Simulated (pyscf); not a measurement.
## Insertion: HO–In [singlet] + HF → HO–InH–F

Gas phase, singlet surface, charge 0. Bonds broken: F4–H5. Bonds formed: In1–F4, In1–H5. Structures and frequencies: ωB97X-D3(BJ)/def2-SVP in PySCF. MP2 and CC: frozen core, UHF for open shells. ΔMP2 is the change of the MP2 total energy from the triple- to the quadruple-zeta basis.

Transition state (Å):

```xyz
5

In     0.4082    -0.0227    -0.5860
O      1.5923     1.1604     0.4554
H      2.5296     1.1092     0.2322
F     -1.6695     0.0862    -0.1262
H     -1.0213    -0.7907    -1.1551
```

One imaginary mode, 1248i cm⁻¹; descent along it reached the two sides named, in the forms told below.

```csv
bond,change,reactant side (Å),saddle,product side
F4–H5,breaks,0.927,1.499,3.2
In1–F4,forms,2.7,2.131,1.954
In1–H5,forms,3.1,1.720,1.698
```

Electronic energies relative to the separated reactants (kJ/mol):

| level | barrier | reaction energy | reverse barrier |
|---|---|---|---|
| ωB97X-D3(BJ)/def2-TZVP | 160.2 | -24.2 | 184.4 |
| PBE/def2-TZVP | 128.3 | +0.7 | 127.5 |
| r²SCAN/def2-TZVP | 130.9 | -18.1 | 148.9 |
| B3LYP-D3(BJ)/def2-TZVP | 162.9 | +9.1 | 153.9 |
| PBE0-D3(BJ)/def2-TZVP | 155.3 | -4.0 | 159.3 |
| M06-2X/def2-TZVP | 174.0 | -9.6 | 183.6 |
| ωB97M-D3(BJ)/def2-TZVP | 168.8 | -6.9 | 175.7 |
| HF/def2-TZVP | 244.0 | -2.2 | 246.2 |
| MP2/def2-QZVPP | 178.6 | +12.5 | 166.0 |
| CCSD/def2-TZVPP | 195.3 | +6.8 | 188.5 |
| CCSD(T)/def2-TZVPP | 178.6 | +3.3 | 175.3 |
| CCSD(T)/def2-TZVPP + ΔMP2(QZVPP) | 175.8 | +4.7 | 171.1 |

With CCSD(T)/def2-TZVPP + ΔMP2(QZVPP) energies and thermal terms (ideal gas, 1 atm, RRHO with modes under 100 cm⁻¹ raised to 100, one conformer, R ln 2 for chiral ones without a mode under 150 cm⁻¹), in kJ/mol:

```
T (K)    ΔH‡    ΔG‡     ΔH      ΔG
-----  -----  -----  -----  ------
298    166.9  204.6   +1.2   +39.1
600    166.6  243.1   +2.4   +77.3
900    168.1  281.1   +5.9  +114.0
1200   170.2  318.4  +10.2  +149.4
```

On the product side the descent ends in a point that may be a rotor saddle (no frequency run), 8.5 kJ/mol over the lowest minimum found and 175.9 kJ/mol under the saddle at ωB97X-D3(BJ)/def2-TZVP. This is the saddle that the search found; another between the same sides may lie lower. The CCSD(T) − MP2 part came from Ansatz, without density fitting, on the same reference. The frozen core leaves the outer d or s,p core shells of the metals and heavy elements correlated in the MP2 and CC values, and def2-TZVPP describes them poorly, which can shift differences by a few kcal/mol. Elements past Kr carry the def2 core potentials, without spin-orbit coupling.
